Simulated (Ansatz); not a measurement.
The same path of AlH₃Mg (5 atoms, charge 0, multiplicity 1) was run 3 times with different band settings. Lost on the way: Mg1–H3. Made: Al2–H3.

Level of theory: Ansatz 0.2.0, RKS BLYP/def2-SVP.

Relaxed end points:

```xyz
5
Properties=species:S:1:pos:R:3
Mg 0.548 -1.320 0.850
Al -0.361 0.861 -0.557
H 1.121 -2.680 1.732
H -1.711 0.858 -1.441
H 0.402 2.282 -0.584
```

```xyz
5
Properties=species:S:1:pos:R:3
Mg -0.697 -0.395 2.372
Al 0.154 0.087 -0.524
H 1.065 -1.228 -0.569
H -1.347 0.032 -1.083
H 0.825 1.504 -0.196
```

Common settings: spring 5.0 eV/Å²; start path through a guess of the saddle point; force threshold 0.03 eV/Å; iteration limit 60; end points relaxed.

| run | movable images | climbing image | optimiser | largest step |
| --- | --- | --- | --- | --- |
| 1 | 7 | yes | quadratic models (default) | default |
| 2 | 7 | yes | lbfgs | 0.02 Å |
| 3 | 8 | no | quadratic models (default) | default |

**Question.** What does each run give, and how far can it be trusted?

**Answer.** Run 1: converged after 12 iterations, highest image 1.093 eV above the first end. A vibrational analysis at the climbing image gives one clearly imaginary mode, 595i cm⁻¹: a first-order saddle point.
Run 2: not converged after 60 iterations, highest image 1.095 eV above the first end. The band didn't meet its force threshold, so its energies are provisional: the largest band force was still 0.07 eV/Å, and over the last iterations the top stayed at 1.10 eV.
Run 3: converged after 10 iterations, highest image 1.092 eV above the first end. No image climbed, so the highest image needn't sit at the top of the path.
The orbitals stay closed-shell, which can raise the energy where a bond breaks towards radicals; this wasn't checked here.
